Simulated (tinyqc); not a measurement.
Worked calculation: UHF in the sto-3g basis, for OH+, spin multiplicity 3. One step of it, computed by the program tinyqc.

Problem. Iteration 2: building the Fock matrix. J_ij = sum D_kl (ij|kl) with D = D(alpha) + D(beta), K_ij = sum D_kl (ik|jl) for each spin; F = H + J - K(s); E = tr D H + tr D J / 2 - 0.5 sum_s tr D(s) K(s) + E_nn.

D(alpha) after iteration 1:
```
            1O 1s      1O 2s    1O 2px    1O 2py     1O 2pz      2H 1s
1O 1s    1.055531  -0.232524  0.000000  0.000000   0.033016  -0.023255
1O 2s   -0.232524   0.994970  0.000000  0.000000  -0.174116   0.037116
1O 2px   0.000000   0.000000  1.000000  0.000000   0.000000   0.000000
1O 2py   0.000000   0.000000  0.000000  1.000000   0.000000   0.000000
1O 2pz   0.033016  -0.174116  0.000000  0.000000   0.727293   0.255481
2H 1s   -0.023255   0.037116  0.000000  0.000000   0.255481   0.100014
```

D(beta) after iteration 1:
```
            1O 1s      1O 2s    1O 2px    1O 2py     1O 2pz      2H 1s
1O 1s    1.053150  -0.219884  0.000000  0.000000   0.042452  -0.035860
1O 2s   -0.219884   0.931419  0.000000  0.000000  -0.215694   0.085684
1O 2px   0.000000   0.000000  0.000000  0.000000   0.000000   0.000000
1O 2py   0.000000   0.000000  0.000000  0.000000   0.000000   0.000000
1O 2pz   0.042452  -0.215694  0.000000  0.000000   0.710290   0.261508
2H 1s   -0.035860   0.085684  0.000000  0.000000   0.261508   0.127901
```

core Hamiltonian H = T + V (hartree):
```
             1O 1s      1O 2s     1O 2px     1O 2py     1O 2pz      2H 1s
1O 1s   -32.164194  -7.481026   0.000000   0.000000  -0.015305  -1.692356
1O 2s    -7.481026  -8.785766   0.000000   0.000000  -0.180476  -3.482301
1O 2px    0.000000   0.000000  -6.951297   0.000000   0.000000   0.000000
1O 2py    0.000000   0.000000   0.000000  -6.951297   0.000000   0.000000
1O 2pz   -0.015305  -0.180476   0.000000   0.000000  -7.074326  -2.442145
2H 1s    -1.692356  -3.482301   0.000000   0.000000  -2.442145  -4.702638
```

Two-electron integrals (ij|kl) in chemists' order, unique and non-zero (hartree):
```
(11|11) 4.785065   (21|11) 0.741380   (21|21) 0.136873   (22|11) 1.118947
(22|21) 0.256633   (22|22) 0.817206   (31|31) 0.024477   (32|31) 0.037809
(32|32) 0.180518   (33|11) 1.115814   (33|21) 0.256684   (33|22) 0.817023
(33|33) 0.880159   (41|41) 0.024477   (42|41) 0.037809   (42|42) 0.180518
(43|43) 0.047444   (44|11) 1.115814   (44|21) 0.256684   (44|22) 0.817023
(44|33) 0.785270   (44|44) 0.880159   (51|51) 0.024477   (52|51) 0.037809
(52|52) 0.180518   (53|53) 0.047444   (54|54) 0.047444   (55|11) 1.115814
(55|21) 0.256684   (55|22) 0.817023   (55|33) 0.785270   (55|44) 0.785270
(55|55) 0.880159   (61|11) 0.169010   (61|21) 0.030927   (61|22) 0.057573
(61|33) 0.057464   (61|44) 0.057464   (61|51) 0.001423   (61|52) 0.002658
(61|55) 0.057799   (61|61) 0.007079   (62|11) 0.398936   (62|21) 0.092590
(62|22) 0.325005   (62|33) 0.319588   (62|44) 0.319588   (62|51) 0.006927
(62|52) 0.052259   (62|55) 0.335532   (62|61) 0.021306   (62|62) 0.158180
(63|31) 0.009835   (63|32) 0.056715   (63|53) 0.010941   (63|63) 0.022915
(64|41) 0.009835   (64|42) 0.056715   (64|54) 0.010941   (64|64) 0.022915
(65|11) 0.282010   (65|21) 0.066318   (65|22) 0.248626   (65|33) 0.237269
(65|44) 0.237269   (65|51) 0.014198   (65|52) 0.094736   (65|55) 0.271066
(65|61) 0.015956   (65|62) 0.146980   (65|65) 0.157960   (66|11) 0.528781
(66|21) 0.124722   (66|22) 0.500837   (66|33) 0.480450   (66|44) 0.480450
(66|51) 0.012416   (66|52) 0.127819   (66|55) 0.541000   (66|61) 0.028978
(66|62) 0.302696   (66|65) 0.321290   (66|66) 0.774606
```

nuclear repulsion = 4.39151212 hartree

Give: Coulomb J; exchange K(alpha); exchange K(beta); F(alpha); F(beta); total energy of this density.

Solution.

Coulomb J (hartree):
```
          1O 1s   1O 2s  1O 2px  1O 2py   1O 2pz   2H 1s
1O 1s   15.9007  2.9323  0.0000  0.0000  -0.0067  0.6630
1O 2s    2.9323  6.9544  0.0000  0.0000   0.0046  2.7227
1O 2px   0.0000  0.0000  6.9154  0.0000   0.0000  0.0000
1O 2py   0.0000  0.0000  0.0000  6.9154   0.0000  0.0000
1O 2pz  -0.0067  0.0046  0.0000  0.0000   7.0095  2.0769
2H 1s    0.6630  2.7227  0.0000  0.0000   2.0769  4.1875
```

exchange K(alpha) (hartree):
```
         1O 1s    1O 2s  1O 2px  1O 2py   1O 2pz   2H 1s
1O 1s   4.9048   0.8492  0.0000  0.0000   0.0023  0.2003
1O 2s   0.8492   1.3929  0.0000  0.0000  -0.0299  0.5749
1O 2px  0.0000   0.0000  1.1616  0.0000   0.0000  0.0000
1O 2py  0.0000   0.0000  0.0000  1.1616   0.0000  0.0000
1O 2pz  0.0023  -0.0299  0.0000  0.0000   1.0836  0.4180
2H 1s   0.2003   0.5749  0.0000  0.0000   0.4180  0.5283
```

exchange K(beta) (hartree):
```
         1O 1s    1O 2s  1O 2px  1O 2py   1O 2pz   2H 1s
1O 1s   4.8531   0.7732  0.0000  0.0000   0.0015  0.1805
1O 2s   0.7732   1.0173  0.0000  0.0000  -0.0482  0.4694
1O 2px  0.0000   0.0000  0.2287  0.0000   0.0000  0.0000
1O 2py  0.0000   0.0000  0.0000  0.2287   0.0000  0.0000
1O 2pz  0.0015  -0.0482  0.0000  0.0000   0.9796  0.3973
2H 1s   0.1805   0.4694  0.0000  0.0000   0.3973  0.5125
```

F(alpha) (hartree):
```
           1O 1s    1O 2s   1O 2px   1O 2py   1O 2pz    2H 1s
1O 1s   -21.1683  -5.3979   0.0000   0.0000  -0.0244  -1.2297
1O 2s    -5.3979  -3.2243   0.0000   0.0000  -0.1460  -1.3345
1O 2px    0.0000   0.0000  -1.1975   0.0000   0.0000   0.0000
1O 2py    0.0000   0.0000   0.0000  -1.1975   0.0000   0.0000
1O 2pz   -0.0244  -0.1460   0.0000   0.0000  -1.1483  -0.7833
2H 1s    -1.2297  -1.3345   0.0000   0.0000  -0.7833  -1.0434
```

F(beta) (hartree):
```
           1O 1s    1O 2s   1O 2px   1O 2py   1O 2pz    2H 1s
1O 1s   -21.1166  -5.3219   0.0000   0.0000  -0.0235  -1.2098
1O 2s    -5.3219  -2.8487   0.0000   0.0000  -0.1277  -1.2290
1O 2px    0.0000   0.0000  -0.2646   0.0000   0.0000   0.0000
1O 2py    0.0000   0.0000   0.0000  -0.2646   0.0000   0.0000
1O 2pz   -0.0235  -0.1277   0.0000   0.0000  -1.0444  -0.7625
2H 1s    -1.2098  -1.2290   0.0000   0.0000  -0.7625  -1.0276
```

total energy of this density = -74.023379 hartree
